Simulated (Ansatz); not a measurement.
# C3H4FN: one species, many methods

An exercise on one series of results from a longer session: the logs are not shown, and one member is left open.

Method: functionals in def2-TZVPP, the program's frozen cores in correlated methods; program: Ansatz 0.2.0, Gaussian basis.

The runs, in order: LDA (SPW92), PBE-D4, revPBE-D4, BLYP-D4, r2SCAN-D4, B97M-V, PBE0-D4, B3LYP-D4, r2SCANh-D4, r2SCAN0-D4, HSE06-D4, BHLYP-D4, CAM-B3LYP-D4, LC-ωPBE, ωB97X-V, ωB97M-V, B2PLYP, PBE-QIDH; CCSD(T)/def2-SVP; CCSD(T)/def2-TZVPP; MP2/def2-QZVPP; extrapolation to the limit; RPA on PBE.

## The relaxed structure

The geometry comes from an earlier relaxation with PBE0-D4 in a triple-zeta def2 set; it is a stationary point, not always the lowest conformer.

SMILES `C=CC(=N)F`, 9 atoms, charge 0, spin multiplicity 1.

Atoms are counted from 1 here; the program's logs count them from 0.

Bond lengths: C1–C2 1.328 Å, C1–H6 1.083 Å, C1–H7 1.083 Å, C2–C3 1.457 Å, C2–H8 1.083 Å, C3–N4 1.251 Å, C3–F5 1.351 Å, N4–H9 1.018 Å. Angles: C2–C1–H6 120.9°, C2–C1–H7 121.5°, H6–C1–H7 117.6°, C1–C2–C3 123.8°, C1–C2–H8 122.2°, C3–C2–H8 114.0°, C2–C3–N4 124.1°, C2–C3–F5 113.6°, N4–C3–F5 122.3°, C3–N4–H9 111.6°.

The first run:

in.yaml reads:

```yaml
crystal:
  periodic: [false, false, false]
  atoms:
    - {symbol: C, position_ang: [-0.024521, 0.153177, -1.566070]}
    - {symbol: C, position_ang: [0.150071, -0.509522, -0.429004]}
    - {symbol: C, position_ang: [-0.019979, 0.085261, 0.889933]}
    - {symbol: N, position_ang: [0.143416, -0.534126, 1.965060]}
    - {symbol: F, position_ang: [-0.376043, 1.387941, 0.854833]}
    - {symbol: H, position_ang: [0.114720, -0.336239, -2.521989]}
    - {symbol: H, position_ang: [-0.310015, 1.197957, -1.573280]}
    - {symbol: H, position_ang: [0.435472, -1.554238, -0.408645]}
    - {symbol: H, position_ang: [-0.024522, 0.063390, 2.771964]}
basis:
  gaussian: {orbitals: def2-TZVPP}
hamiltonian: {xc: lda}
output: {orbitals: {seedname: orbitals}}
```

Run with:

```bash
$ ansatz run in.yaml --threads 2 --pin off --events-out ev --progress --plain --max-ram 4352MiB
```

Among the steps run: LDA; PBE-D4 (GGA); revPBE-D4 (GGA); BLYP-D4 (GGA); r2SCAN-D4 (meta-GGA); B97M-V (meta-GGA); PBE0-D4 (hybrid); B3LYP-D4 (hybrid); r2SCANh-D4 (hybrid); r2SCAN0-D4 (hybrid); HSE06-D4 (hybrid); BHLYP-D4 (hybrid); CAM-B3LYP-D4 (range-separated); LC-ωPBE (range-separated); ωB97X-V (range-separated); ωB97M-V (range-separated); B2PLYP (double hybrid); PBE-QIDH (double hybrid).

One of the session's tables, all rows but one given; the rest of the session is left out.

It belongs to the step «Frontier levels by functional». 

```
  functional  HOMO (eV)  LUMO (eV)  gap (eV)
 LDA (SPW92)          ?          ?         ?
      PBE-D4      -6.99      -2.45      4.54
   revPBE-D4      -6.91      -2.36      4.55
     BLYP-D4      -6.82      -2.31      4.51
   r2SCAN-D4      -7.19      -2.30      4.89
      B97M-V      -7.16      -2.19      4.97
     PBE0-D4      -8.10      -1.48      6.62
    B3LYP-D4      -7.88      -1.71      6.17
  r2SCANh-D4      -7.62      -1.94      5.67
  r2SCAN0-D4      -8.25      -1.40      6.85
    HSE06-D4      -7.70      -1.86      5.84
    BHLYP-D4      -9.05      -0.37      8.68
CAM-B3LYP-D4      -9.40      -0.34      9.06
     LC-ωPBE     -10.79       0.81     11.60
     ωB97X-V     -10.37       0.77     11.13
     ωB97M-V     -10.27       0.69     10.96
```

Estimate the missing values for LDA (SPW92).

As computed: HOMO (eV): -7.20; LUMO (eV): -2.70; gap (eV): 4.49. In the column «HOMO (eV)» it lies between r2SCANh-D4 (-7.62) and r2SCAN-D4 (-7.19).
